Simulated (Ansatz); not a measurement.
We consider solid CO2 (dry ice), described by PBE-D3(BJ) (PAW; Ansatz, a program for electronic structure).

Settings: plane-wave cutoff 500 eV, 6×6×6 k mesh, gaussian smearing 0.02 eV, scalar-relativistic PAW data made under PBE.

Cell (relaxed at this level):

Space group Pa-3 (No. 205); a = b = c = 5.7173 Å, α = β = γ = 90.00°

```json
[
 {"atom": "C", "site": "4a", "symmetry": ".-3.", "x": "0.0000", "y": "0.0000", "z": "0.0000"},
 {"atom": "O", "site": "8c", "symmetry": ".3.", "x": "0.1180", "y": "0.1180", "z": "0.1180"}
]
```

Question: Predict the band gap.

Answer: 
- band gap = 6.75 eV (on the SCF k mesh)

Static lattice: no zero-point or thermal effects.

Cost on a shared machine: about 80 core-seconds (a rough figure).
